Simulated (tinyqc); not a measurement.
Stretching all distances: RHF, UHF, MP2, CISD and CCSD against full CI in the sto-3g basis, for CH+, spin multiplicity 1. Computed by the program tinyqc with PySCF. 

Geometry (angstrom):
```
atom       x       y       z
C     0.0000  0.0000  0.0000
H     0.0000  0.0000  0.9920
```

All coordinates are multiplied by the scale. c0^2 is the weight of the RHF determinant in the lowest singlet FCI state (UHF is spin-contaminated and may lie near states of higher spin) and n(LUMO) the first natural occupation beyond the occupied space.

Full CI energy (hartree) and errors against it (kcal/mol):
```
scale  distance 1-2 (angstrom)     E(FCI)     RHF     UHF     MP2   CISD   CCSD  <S^2> UHF   c0^2  n(LUMO)
0.890                    0.883  -37.41276  33.963  22.783  16.386  0.834  0.132      0.616  0.925    0.070
1.130                    1.121  -37.51290  37.298  30.058  17.183  1.116  0.131      0.528  0.929    0.060
1.360                    1.349  -37.51151  43.184  37.723  19.591  1.710  0.185      0.485  0.922    0.054
1.600                    1.587  -37.47972  52.211  47.083  23.923  2.786  0.288      0.492  0.897    0.100
1.840                    1.825  -37.44459  63.868  46.939  29.960  4.435  0.418      0.916  0.849    0.188
2.070                    2.053  -37.41751  76.876  39.303  36.918  6.558  0.523      1.041  0.777    0.309
2.310                    2.292  -37.39869  91.256  33.099  44.491  9.117  0.560      1.016  0.682    0.460
```

UHF lies below RHF over the whole range. The weight c0^2 goes from 0.93 to 0.68 and n(LUMO) from 0.07 to 0.46: static correlation grows as the bonds break into open-shell fragments. The spread of the error along the curve, which distorts its shape, is CCSD 0.4, CISD 8.3, UHF 24.3, MP2 28.1, RHF 57.3 kcal/mol.
